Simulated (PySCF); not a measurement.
Compound: CH3 (charge +1).
SMILES with atom numbers: `[CH3+:1]` (hydrogens: H2, H3, H4 on C1)

Geometry (GFN2-xTB, Å), atoms numbered from 1 in this order:
```
atom  x, y, z in Å
C1     0.003    0.001    0.012
H2     1.096   -0.135   -0.031
H3    -0.663   -0.712   -0.501
H4    -0.425    0.850    0.570
```

Level of theory: TDDFT wB97X-D/def2-SVPD, vertical, gas phase, core orbitals frozen in the response (PySCF 2.14.0, density-fitted response routines).

```csv
state,E (eV),ν̃ (cm⁻¹),f,symmetry,"main configurations (H = HOMO, L = LUMO)"
S1,6.03,48610,0.0000,–,H-1/H→L (100%)
S2,6.03,48650,0.0000,–,H-1/H→L (100%)
S3,14.77,119150,0.187,A2″,H-2→L (97%)
S4,15.04,121270,0.223,E′,H-1/H→L+1 (≥96%)
S5,15.04,121280,0.223,E′,H-1/H→L+1 (≥96%)
S6,16.28,131320,0.0000,–,"H-1/H→L+3 (≥48%), H-1/H→L+2 (≥48%)"
S7,16.93,136560,0.314,E′,"H-1/H→L+3 (≥37%), H-1/H→L+2 (≥37%)"
S8,16.93,136570,0.314,E′,"H-1/H→L+2 (≥37%), H-1/H→L+3 (≥37%)"
```

Triplets, Tamm–Dancoff:

```json
{"state": "T1", "E (eV)": "5.00", "λ (nm)": "247.9", "main configurations (H = HOMO, L = LUMO)": "H-1/H→L (99%)"}
{"state": "T2", "E (eV)": "5.01", "λ (nm)": "247.5", "main configurations (H = HOMO, L = LUMO)": "H-1/H→L (99%)"}
{"state": "T3", "E (eV)": "11.22", "λ (nm)": "110.5", "main configurations (H = HOMO, L = LUMO)": "H-2→L (98%)"}
```

The lowest singlet level (S1/S2) lies at 6.03 eV (206 nm, ultraviolet) and is dark (f under 0.0005). The most intense listed level is S7/S8 at 16.93 eV (73 nm, f = 0.628 summed), 10.90 eV above S1. It is the last of those listed, so stronger ones may follow. S1/S2, S4/S5 and S7/S8 lie within about 0.01 eV of each other in each set; the point group D3h has degenerate representations, and within a degenerate level the listed configurations can mix freely. Löwdin shares by element: HOMO (one of a set within 0.03 eV) carbon 56%, hydrogen 44%; LUMO carbon 79%, hydrogen 21%. Weighted by f, the mean energy of these states is 15.94 eV. Of the 8 states listed, 5 reach f = 0.01 and 3 stay under 0.0005. The listed states span 10.90 eV, and the widest gap between neighbours is 8.74 eV (S2 to S3). Symmetry labels in D3h follow from the direction of the transition dipole and are given only for states with f of 0.002 or more. Orbitals of the list HOMO-3 to LUMO+2 that lie within 0.01 eV of each other are written together with a slash and their weights summed (≥ marks a lower bound); for degenerate orbitals outside that list single weights are arbitrary. Only the lowest 8 singlets were computed, as vertical energies without vibronic structure.
